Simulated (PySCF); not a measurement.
## Boron: a sound run and one with changed settings

Sound run: B [He] 2s2 2p1, B⁺ [He] 2s2. All numbers are calculated (PySCF 2.14, no relativity, point nucleus, in def2-TZVP). In the sound run the correlated levels freeze 1s2. The sound run starts from symmetry-adapted Hartree-Fock orbitals and uses a fine grid where one is needed.

Changed run: all electrons correlated in a basis built for the valence shell.

| species | method | sound run (hartree) | changed run (hartree) | converged |
| --- | --- | --- | --- | --- |
| B | MP2 | -24.57584 | -24.59075 | yes |
| B | CCSD(T) | -24.59791 | -24.61390 | yes |
| B⁺ | MP2 | -24.27227 | -24.28686 | yes |
| B⁺ | CCSD(T) | -24.29629 | -24.31173 | yes |

Ionisation energy of B:

| method | sound run (eV) | changed run (eV) |
| --- | --- | --- |
| UHF | 8.041 | 8.041 |
| MP2 | 8.260 | 8.269 |
| SCS-MP2 | 8.230 | 8.236 |
| CCSD | 8.172 | 8.189 |
| CCSD(T) | 8.207 | 8.223 |

A valence basis has no tight correlating functions, so it recovers only part of the core correlation, and not evenly between atom and ion.

For comparison, NIST gives 8.298 eV between the lowest levels.
